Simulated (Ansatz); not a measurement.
## BSiH4 (SMILES B[SiH2]): the energy, rung by rung

BSiH4: 6 atoms, total charge 0, spin state doublet. SMILES: `B[SiH2]`. Geometry: relaxed at GFN2-xTB.

```xyz
6

B    -0.0037   -1.0372    0.1147
Si    0.0044    0.8296   -0.0920
H    -0.7310   -1.5643    0.8763
H     0.7175   -1.7251   -0.5125
H     0.8281    1.6590   -0.9881
H    -0.8153    1.8380    0.6016
```

Quantity: the energy change with the B1–H3 bond stretched from 1.178 to 1.472 Å, in eV. The values are calculated.

```json
{"level": "U-revPBE/STO-3G", "kind": "GGA", "program": "Ansatz", "value (eV)": "0.85", "less FCI/STO-3G": "-0.01", "CPU time (all runs)": "5.9 s"}
{"level": "UPBE/STO-3G", "kind": "GGA", "program": "Ansatz", "value (eV)": "0.87", "less FCI/STO-3G": "+0.01", "CPU time (all runs)": "5 s"}
{"level": "U-r2SCAN0/STO-3G", "kind": "hybrid meta-GGA", "program": "Ansatz", "value (eV)": "1.03", "less FCI/STO-3G": "+0.17", "CPU time (all runs)": "15 s"}
{"level": "UB3LYP/STO-3G", "kind": "global hybrid", "program": "Ansatz", "value (eV)": "0.95", "less FCI/STO-3G": "+0.09", "CPU time (all runs)": "6.3 s"}
{"level": "UB2PLYP/STO-3G", "kind": "double hybrid", "program": "Ansatz", "value (eV)": "0.98", "less FCI/STO-3G": "+0.12", "CPU time (all runs)": "7.3 s"}
{"level": "UMP2/STO-3G", "kind": "perturbation theory", "program": "Ansatz", "value (eV)": "0.98", "less FCI/STO-3G": "+0.12", "CPU time (all runs)": "0.38 s"}
{"level": "UCCSD(T)/STO-3G", "kind": "coupled cluster or CI", "program": "Ansatz", "value (eV)": "0.86", "less FCI/STO-3G": "0.00", "CPU time (all runs)": "0.86 s"}
{"level": "UCCSDT/STO-3G", "kind": "coupled cluster or CI", "program": "Ansatz", "value (eV)": "0.86", "less FCI/STO-3G": "0.00", "CPU time (all runs)": "2.7 s"}
{"level": "FCI/STO-3G", "kind": "exact in the basis", "program": "Ansatz", "value (eV)": "0.86", "less FCI/STO-3G": "0.00", "CPU time (all runs)": "16 s"}
```

FCI/STO-3G is exact within its basis and frozen core, so for wave-function methods in that basis the difference is their error; functionals converge differently with the basis, so for them it is only a difference. The first shape isn't each level's own minimum. The values span 0.85 to 1.03 eV. All rows use very small basis sets, so even the best lies far from the true value. Times are those of the runs behind each value, whatever else they computed, on shared processors of several kinds: orders of magnitude only.
